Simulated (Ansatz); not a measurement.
**Smallest direct gap on the k points sampled of Cu₃AsS₄ (Pmn2₁, No. 31) at several levels of theory**

No measured value is used here.

```csv
level (code),value (eV)
LDA (Ansatz),0.26
BLYP (Ansatz),0.31
PBEsol (Ansatz),0.30
r²SCAN (Ansatz),(withheld)
```

**Question.** What belongs in the gaps?

**Answer.** 
- r²SCAN (Ansatz, an electronic-structure program), value (eV): 0.60

Computed values are for a static lattice. Levels without +SOC have no spin–orbit coupling; where heavier elements are present it shifts gaps, mostly down, and can invert bands.  Values are at a fixed cell, not relaxed at this level and not confirmed as the measured one. Cutoffs differ between the levels. Ansatz's density-functional and Hartree–Fock values are scalar-relativistic unless marked +SOC, with PAW data made under PBE.
